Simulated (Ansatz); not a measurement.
`C12C3C4C1C1C2C3C41` → 8 C• + 8 H•  (atomization)

Isolated molecules relaxed with PBE0-D4/def2-TZVP in Ansatz; ΔE leaves out vibrations. CCSD(T)/CBS is the MP2 limit (def2-TZVPP, def2-QZVPP) plus CCSD(T) − MP2 in def2-TZVPP, frozen cores. This one scheme is used for every species, atoms too. Functionals use def2-TZVPP. Open shells (•) are unrestricted, without spin–orbit coupling. Spin–orbit coupling would lower the free atoms: a little for C.

```json
{"level": "PBE-D4", "ΔE (kcal/mol)": "1772.2", "difference from CCSD(T)/CBS": "73.2"}
{"level": "CAM-B3LYP-D4", "ΔE (kcal/mol)": "1705.6", "difference from CCSD(T)/CBS": "6.6"}
{"level": "PBE-QIDH", "ΔE (kcal/mol)": "1722.8", "difference from CCSD(T)/CBS": "23.8"}
{"level": "revPBE", "ΔE (kcal/mol)": "1691.2", "difference from CCSD(T)/CBS": "-7.8"}
{"level": "r2SCAN0", "ΔE (kcal/mol)": "1687.2", "difference from CCSD(T)/CBS": "-11.8"}
{"level": "MP2/def2-SVP", "ΔE (kcal/mol)": "1675.1", "difference from CCSD(T)/CBS": "-23.9"}
{"level": "CCSD/def2-SVP", "ΔE (kcal/mol)": "1616.7", "difference from CCSD(T)/CBS": "-82.3"}
{"level": "HF/def2-TZVPP", "ΔE (kcal/mol)": "1226.9", "difference from CCSD(T)/CBS": "-472.1"}
{"level": "MP2/def2-QZVPP", "ΔE (kcal/mol)": "1728.6", "difference from CCSD(T)/CBS": "29.6"}
{"level": "CCSD/CBS(def2)", "ΔE (kcal/mol)": "1667.4", "difference from CCSD(T)/CBS": "-31.6"}
{"level": "CCSD(T)/CBS", "ΔE (kcal/mol)": "1699.0", "difference from CCSD(T)/CBS": "0"}
```

Largest T1 diagnostic among the species: 0.009.

At CCSD(T), def2-SVP lies −59.3 kcal/mol from the extrapolated value and def2-TZVPP −39.8 kcal/mol: correlation converges slowly with the basis, and small sets miss more of it in the bonded molecule than in its fragments. The D4 term adds +17.0 kcal/mol with B3LYP and +8.8 kcal/mol with PBE0; it sums over pairs of atoms, weighted by their polarisabilities, and B3LYP, whose exchange is more repulsive, gets the larger term.

B3LYP here is the variant with VWN-RPA as its local correlation; programs differ in this.

For atomizations the MP2-based limit and the directly extrapolated one differ by several kJ/mol either way, and by 10 to 25 for some Ge, Se and Sn compounds, so smaller differences from it don't rank the levels.
